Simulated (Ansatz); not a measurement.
Compare A (`CC1C=C1F`) with its isomer B (`C=C=C(C)F`).

Gas-phase electronic energies from Ansatz, PBE0-D4/def2-TZVP geometries. CCSD(T)/CBS is the MP2 limit (def2-TZVPP, def2-QZVPP) plus CCSD(T) − MP2 in def2-TZVPP, frozen cores. DFT in def2-TZVPP.

Problem. Which isomer does CCSD(T)/CBS put lower? Give the gap. (Best estimate.)

Solution. Ansatz gave: B, by 24.4 kcal/mol.

Problem. Give E(B) − E(A) in kcal/mol with MP2/def2-TZVPP, BLYP-D4, CCSD(T)/def2-TZVPP, ωB97M-V, PBE0-D4, LDA (SPW92), PBE-D4. (An estimate is asked.)

Solution. Ansatz gave: MP2/def2-TZVPP -21.0, BLYP-D4 -29.1, CCSD(T)/def2-TZVPP -24.5, ωB97M-V -24.1, PBE0-D4 -22.1, LDA (SPW92) -21.2, PBE-D4 -23.4. None reverses the order clearly.

Problem. Does the order hold for the free energy at 298.15 K (harmonic terms from PBE0-D4)? (An estimate is asked.)

Solution. Ansatz gave: Yes: G(B) − G(A) = -25.1 kcal/mol.

Largest T1 diagnostic: 0.012.

Leaving LDA and LC-ωPBE aside and taking each functional with its dispersion term where it has one, the values, not all of them listed here, spread over 8.3 kcal/mol, from BLYP-D4 to PBE-QIDH. LDA lies +2.4 kcal/mol from PBE without D4. In def2-TZVPP, CCSD(T) changes the Hartree–Fock value by +3.6 kcal/mol (the triples alone add +0.1 kcal/mol) and MP2 by +7.1 kcal/mol.
